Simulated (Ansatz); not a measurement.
Geometry optimisation, Ansatz, RKS PBE/cc-pVDZ.

Input file:

```yaml
crystal:
  periodic: [false, false, false]
  atoms:
    - { symbol: Al, position_ang: [0.0, 0.0, 0.0] }
    - { symbol: C, position_ang: [0.0, 0.0, 2.32] }
    - { symbol: H, position_ang: [-0.9996, -0.3092, 2.6905] }
    - { symbol: H, position_ang: [0.7676, -0.7111, 2.6905] }
    - { symbol: H, position_ang: [0.232, 1.0203, 2.6905] }
    - { symbol: H, position_ang: [1.351, 0.0, -0.78] }
    - { symbol: H, position_ang: [-1.351, 0.0, -0.78] }
    - { symbol: H, position_ang: [-0.2382, -1.749, 0.5865] }
    - { symbol: H, position_ang: [-0.19, -1.3947, 1.5677] }
basis:
  gaussian: { orbitals: cc-pVDZ }
hamiltonian:
  xc: pbe
relax:
  f_tol: 0.15
  max_steps: 25
  restrain:
    - { distance: [0, 7], at: 1.56, k: 30.0 }
    - { distance: [8, 1], at: 1.11, k: 30.0 }
    - { distance: [0, 1], at: 3.17, k: 30.0 }
    - { distance: [8, 7], at: 1.86, k: 30.0 }
output:
  orbitals: {}
```

Launched with:

```bash
$ ansatz run input.yaml --threads 1 --pin off --max-ram 2048MiB --backend cpu --events-out ev --progress --plain --runs-dir out
```

Task: Where does it end, and by what steps?

Result: The run converged. The restraints hold the end off the free minimum. After 8 steps the energy has fallen by 1.828 eV (the restraints' own energy left out); Al1 moved furthest, 0.72 Å. Joined: C2–H9 (1.60 → 1.12 Å).

```
step  energy less start (eV)  largest force component (eV/Å)  accepted
   0                  0.0000                           3.400       yes
   1                  0.9316                           2.802       yes
   2                  0.8577                           2.530       yes
   3                 -0.2114                           2.324       yes
   4                 -1.4832                           1.001       yes
   5                 -1.7959                           0.563       yes
   6                 -1.8158                           0.585       yes
   7                 -1.8243                           0.514        no
   8                 -1.8281                           0.562       yes
```

```xyz
9
Properties=species:S:1:pos:R:3
Al -0.057 -0.468 -0.539
C -0.040 -0.255 2.619
H -1.029 -0.261 3.114
H 0.740 -0.609 3.320
H 0.203 0.780 2.303
H 1.368 0.179 -0.902
H -1.420 0.343 -0.812
H -0.122 -1.891 0.128
H -0.071 -0.961 1.755
```

Time of the run: 16 s on 1 thread of Arm Neoverse V1 (shared host), peak memory 0.12 GiB.
